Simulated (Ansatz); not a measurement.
# N2O: geometry and frequencies at several levels

An exercise on one series of results from a longer session: the logs are not shown, and one member is left open.

Method: the levels named in each step, in Ansatz 0.2.0.

### The system as given

Bond lengths: N1–N2 1.106 Å, N2–O3 1.150 Å. Angles: N1–N2–O3 180.0°.

Coordinates:

```xyz
3

N     0.0000    0.0000   -1.1206
N     0.0000    0.0000   -0.0149
O     0.0000    0.0000    1.1355
```

The first run:

input.yaml

```yaml
crystal:
  periodic: [false, false, false]
  atoms:
    - { symbol: "N", position_ang: [0.0, 0.0, -1.12061] }
    - { symbol: "N", position_ang: [0.0, 0.0, -0.01492] }
    - { symbol: O, position_ang: [0.0, 0.0, 1.13552] }
basis:
  gaussian: { orbitals: def2-SVP }
hamiltonian:
  xc: pbe
  dispersion: d4
relax:
  f_tol: 0.03
  max_steps: 200
```

Command:

```
$ ansatz run input.yaml --threads 2 --pin off --max-ram 5120MiB --backend cpu --events-out ev --progress --plain --runs-dir out
```

Steps of the session up to this table: A rough first relaxation, PBE-D4/def2-SVP; Relaxation, PBE0-D4/def2-TZVPP; Frequencies, PBE0-D4/def2-TZVPP; Relaxation, PBE-D4/def2-TZVPP; Frequencies, PBE-D4/def2-TZVPP; Relaxation, r2SCAN-D4/def2-TZVPP; Frequencies, r2SCAN-D4/def2-TZVPP; Relaxation, B3LYP-D4/def2-TZVPP; Frequencies, B3LYP-D4/def2-TZVPP; Relaxation, B2PLYP/def2-TZVPP; Frequencies, B2PLYP/def2-TZVPP.

One of the session's tables, all rows but one given; the rest of the session is left out.

It belongs to the step «Geometries side by side». 

| level | N1–N2 (Å) | N2–O3 (Å) | rotational constants (MHz) | dipole (D) | highest frequency (cm⁻¹) |
| --- | --- | --- | --- | --- | --- |
| PBE0-D4/def2-TZVPP | 1.1181 | 1.1745 | 12844 | 0.02 | 2409 |
| PBE-D4/def2-TZVPP | 1.1378 | 1.1888 | 12474 | 0.16 | 2284 |
| r2SCAN-D4/def2-TZVPP | ? | ? | ? | ? | ? |
| B3LYP-D4/def2-TZVPP | 1.1210 | 1.1826 | 12720 | 0.05 | 2346 |
| B2PLYP/def2-TZVPP | 1.1330 | 1.1843 | 12573 | 0.05 | 2268 |

Q: Estimate the row for r2SCAN-D4/def2-TZVPP from the others.

**Answer.** N1–N2 (Å): 1.1269; N2–O3 (Å): 1.1798; rotational constants (MHz): 12689; dipole (D): 0.13; highest frequency (cm⁻¹): 2347. In the column «N1–N2 (Å)» it lies between B3LYP-D4/def2-TZVPP (1.1210) and B2PLYP/def2-TZVPP (1.1330).
